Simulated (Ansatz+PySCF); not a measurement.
The numbers below are computed, except where a source is named.
Input for PySCF 2.14.0:

```python
from pyscf import gto, scf, mp

mol = gto.M(atom="""
S -0.000700 0.009940 1.190170
C -0.004790 1.234740 0.005700
C -0.008770 -1.239340 -0.005230
C -0.005340 0.703560 -1.269270
C -0.000150 -0.702440 -1.272450
H -0.007020 2.276750 0.295830
H -0.005060 -2.277330 0.286960
H 0.007910 1.326220 -2.165660
H -0.008150 -1.325010 -2.177500
""", basis='def2-svp', charge=0, spin=0)
mf = scf.RHF(mol)
mf.kernel()
pt = mp.MP2(mf, frozen=9).run()
print(mf.e_tot, pt.e_corr, pt.e_tot)
```

The script is written out from the run's settings.

Results

```yaml
Converged: yes
Reference_energy: -551.06543 hartree
Correlation_energy: -0.65949 hartree
Total_energy: -551.72491 hartree
```
